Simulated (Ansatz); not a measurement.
System: hcp Gd. Method: r²SCAN (PAW; Ansatz, a first-principles code).

Settings: plane-wave cutoff 500 eV, 24×24×14 k mesh (along the axes of the cell as run), Fermi–Dirac smearing 0.1 eV, spin-polarised with parallel moments, scalar-relativistic PAW data made under PBE.

Computed at the level's own relaxed cell.

Problem. Estimate the equilibrium volume per atom, lattice constant a, c axis length and magnetic moment per atom (the cell's total over its atoms) that the calculation returns.

Solution. 
* **equilibrium volume per atom**: 33.90 Å³/atom
* **lattice constant a**: 3.641 Å
* **c axis length**: 5.905 Å
* **magnetic moment per atom (the cell's total over its atoms)**: 7.93 μB

Measured, for comparison: equilibrium volume per atom 33.05 Å³/atom (room temperature, not corrected to a static lattice; as tabulated in Söderlind et al. (2014), doi:10.1088/0953-8984/26/41/416001); lattice constant a 3.634 Å (293 K, not corrected to a static lattice, our sources range from 3.634 to 3.640; as tabulated in Wikipedia's data pages); lattice parameter c 5.782 Å (293 K, not corrected to a static lattice; as tabulated in Wikipedia's data pages). Computed (rounded) less measured: equilibrium volume per atom +2.6 %, lattice constant a +0.2 % (0.0 % to +0.2 % over the range), lattice parameter c +2.1 %.

Note: the 4f shell is treated without U or exact exchange, so its levels and filling can be wrong; the collinear magnetic order is the start's and need not be the measured one.

Moments are spin moments.

Spin–orbit coupling is not included.

Computed values are for the static lattice.
